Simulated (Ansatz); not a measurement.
A made-up structure of Al2NH5, singlet:

Al1  (-1.137, 1.054, -0.477)
N2  (0.452, 0.405, 0.013)
Al3  (0.908, -1.260, 0.471)
H4  (-2.359, 0.049, -0.527)
H5  (-1.259, 2.593, -0.837)
H6  (1.207, 1.081, 0.034)
H7  (2.413, -1.560, 0.869)
H8  (0.460, -0.467, -0.516)
(Å)

It is relaxed with PBE-D4/def2-SVP and then PBE0-D4/def2-TZVP (Ansatz 0.2.0). Atoms count as bonded within 1.22 times the sum of their covalent radii (H–H: 0.88 Å). The end point is not checked to be a true minimum.

Problem. Does its bonding change? (Judge from chemistry; the calculation decides.)

Solution. The calculation gives: Yes. Formed: Al1–Al3; broken: Al3–H8.

Where it ends: The first stage lowers the energy by 4.16 eV in 17 steps. It ends as Al₂NH₅ ([NH2]1[AlH][AlH2]1):
```xyz
8
angstrom
Al -1.1373 0.7628 -0.0359
N 0.6695 0.2351 -0.6673
Al 0.5826 -0.6168 1.1401
H -2.2680 -0.0021 -0.8500
H -1.1903 2.3163 0.2963
H 1.3513 0.9739 -0.8118
H 1.9535 -1.3964 1.4350
H 0.7231 -0.3756 -1.4771
```

Labels in which every atom is bracketed show which atoms are joined, not bond orders.

For scale, one of the runs: PBE0-D4/def2-TZVP relaxation, 135 basis functions, launched by `ansatz run in.yaml --threads 2 --pin off --events-out ev --progress --plain --max-ram 4352MiB`. Hardware: 2 CPU threads of an Arm Neoverse V2, shared host. Wall time about 18 s.
